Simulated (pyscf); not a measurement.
This saddle point was located with ωB97X-D3(BJ)/def2-SVP in PySCF.

```xyz
7

O     -0.0165     0.3217    -0.9752
Si     0.4728    -0.6803     0.1561
O      2.0898    -0.8847     0.4571
H     -0.3109     1.0276     0.2349
H      2.3435    -1.6346     1.0069
O     -0.1135     0.7621     1.3082
H     -0.9493     0.6241     1.7770
```
Charge 0, spin multiplicity 2.

Surface: doublet, charge 0. Lowest wavenumbers (cm⁻¹): 1035i, 211, 247, 314, 463.

**Question.** Name the species on either side of this saddle.

**Answer.** `[O]=[Si][OH]` [doublet] + `[OH2]` ⇌ `[OH][Si]([OH])[OH]` [doublet], an addition across a multiple bond or ene-type step read from left to right: H–O broken and H–O, O–Si formed. At CCSD(T)/def2-TZVPP + ΔMP2(QZVPP) it lies -30.6 kJ/mol from the left side and +211.9 kJ/mol from the right (each side as separated species at their lowest minima found). On the reactant side the descent ends in an adduct with a O–Si contact, 60.7 kJ/mol under the separated species and 15.7 kJ/mol under the saddle at ωB97X-D3(BJ)/def2-TZVP. At CCSD(T) the saddle lies under the separated reactants, which points to a path from their complex (located at ωB97X-D3(BJ) alone). What is counted as formed (O–Si) is already present as a longer contact in the reactant adduct; forming that adduct is a step of its own. At ωB97X-D3(BJ) the barrier from the zero used here is -45.1 kJ/mol. One saddle was located; it need not be the lowest between these sides. The CCSD(T) − MP2 part came from Ansatz, without density fitting, on the same reference.
